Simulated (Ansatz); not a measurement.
System: diamond. Method: PBE (Ansatz, a first-principles code, PAW).

Run with plane-wave cutoff 520 eV, 12×12×12 k mesh, perturbation theory, force constants from a 4×4×4 q mesh, scalar-relativistic PAW data made under PBE.

Quasi-harmonic results against temperature at zero pressure (zero-point motion included, B isothermal):

```csv
T (K),a (Å),linear α (10⁻⁶/K),B (GPa),C_P (J/K per mol of atoms),Grüneisen γ
200,3.5853,0.41,422.3,2.51,0.71
400,3.5862,2.07,420.4,10.65,0.85
500,3.5871,2.81,418.8,13.97,0.88
600,3.5882,3.38,417.0,16.47,0.90
700,3.5895,3.81,415.0,18.31,0.91
900,3.5925,4.39,410.7,20.73,0.92
1000,3.5941,4.59,408.4,21.54,0.92
```

The crystal is taken as a harmonic solid at every temperature: melting, phase changes and anharmonicity beyond the change of volume are not seen.
